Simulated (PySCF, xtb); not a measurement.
H6Si2, SMILES [SiH3][SiH3] (connectivity only; charge and spin as stated), charge +1, multiplicity 2.

Harmonic wavenumbers (cm⁻¹) from xtb with GFN2-xTB at its own minimum, in rising order: 51, 164, 284, 285, 292, 293, 656, 697, 697, 701, 702, 710, 2315, 2330, 2343, 2344, 2358, 2359.

Task: What does B3LYP-D3(BJ)/def2-TZVP (PySCF) give at its own minimum? (The exact figures need the calculation; the answer reports its results.)

Result: 102, 198, 244, 244, 334, 334, 721, 787, 921, 921, 930, 930, 2242, 2244, 2300, 2300, 2306, 2307. Paired by order, the mean absolute difference is 92 cm⁻¹ and the zero-point energies are 28.0 and 29.1 kcal/mol.
